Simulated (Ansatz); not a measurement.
Level of theory: Ansatz (an electronic-structure program) with frozen-core CCSD(T)/cc-pVTZ // B3LYP-D3(BJ)/def2-TZVP.

Ansatz 0.2 input:
```yaml
crystal:
  periodic: [false, false, false]
  atoms:
    - { symbol: C, position_ang: [0.481732, -1.628279, 0.014127] }
    - { symbol: C, position_ang: [0.142432, -0.481436, 0.106468] }
    - { symbol: C, position_ang: [-0.268878, 0.908819, 0.218408] }
    - { symbol: H, position_ang: [0.782106, -2.643536, -0.067618] }
    - { symbol: H, position_ang: [-0.753236, 1.095879, 1.178898] }
    - { symbol: H, position_ang: [0.590722, 1.577265, 0.138386] }
    - { symbol: H, position_ang: [-0.974875, 1.171289, -0.572043] }
basis:
  gaussian: { orbitals: cc-pVTZ }
correlation:
  method: ccsd_t
```

Output:

```
Functional definition: HF
822 factors; integrals over basis functions are off by at most 9.7e-4 eV
mean field evaluation 1: about -3152.0106 eV, gradient 2.7e1 eV
mean field evaluation 2: about -3152.0149 eV, gradient 2.7e1 eV
mean field evaluation 4: about -3154.0108 eV, gradient 2.3e0 eV
mean field evaluation 8: about -3154.0302 eV, gradient 2.2e-1 eV
mean field evaluation 16: about -3154.0268 eV, gradient 4.5e-1 eV
mean field -3154.03031358 eV, -115.9084761456 hartree, gradient 1.9e-6 eV, S^2 0.000000; 0 other end points of the search recorded, 0 dependent functions left out
3 core orbitals not correlated
reference -3154.03031358 eV, -115.9084761456 hartree; 8, 8 occupied and 135, 135 virtual orbitals, 822 factors
second order -13.09517024 eV of doubles, -0.00000000 eV of singles
cycle   1  -13.24197840 eV  change   -1.5e-1 eV  update   8.2e-2
cycle   2  -13.60965617 eV  change   -3.7e-1 eV  update   2.5e-2
cycle   3  -13.68644037 eV  change   -7.7e-2 eV  update   1.1e-2
cycle   4  -13.68830794 eV  change   -1.9e-3 eV  update   3.2e-3
cycle   5  -13.69000998 eV  change   -1.7e-3 eV  update   1.1e-3
cycle   6  -13.69033996 eV  change   -3.3e-4 eV  update   2.8e-4
cycle   7  -13.69038223 eV  change   -4.2e-5 eV  update   6.5e-5
cycle   8  -13.69041194 eV  change   -3.0e-5 eV  update   1.7e-5
cycle   9  -13.69041294 eV  change   -1.0e-6 eV  update   4.4e-6
perturbative correction -0.64036168 eV, -0.0235328579 hartree
Total energy: -3168.36108821 eV, -116.4351223993 hartree
```

Cost: roughly 10 core-seconds.
